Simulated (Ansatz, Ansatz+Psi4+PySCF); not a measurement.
| atom | x (Å) | y (Å) | z (Å) |
| --- | --- | --- | --- |
| Al | 0.0000 | 0.0000 | -0.6309 |
| F | 0.0000 | 0.0000 | 0.9114 |

Basis set: cc-pVTZ (spherical functions). Correlated methods keep 6 orbitals frozen. Charge 0, multiplicity 1.

Computed with Ansatz (development build ahead of 0.2.0); each method stands on the lowest determinant of its kind that the runs found. Restricted open shells among the atoms or ions are ROHF, correlated in semicanonical orbitals with singles.

Problem. Give the atomization energy at this shape (free ground-state atoms in the same class of orbitals less the molecule, no zero-point energy) of singlet AlF by RHF-MP2, RHF.

Solution.

```json
{"method": "RHF-MP2", "atomization energy": "653.4 kJ/mol"}
{"method": "RHF", "atomization energy": "489.0 kJ/mol"}
```

Caution: the shape is not the minimum.
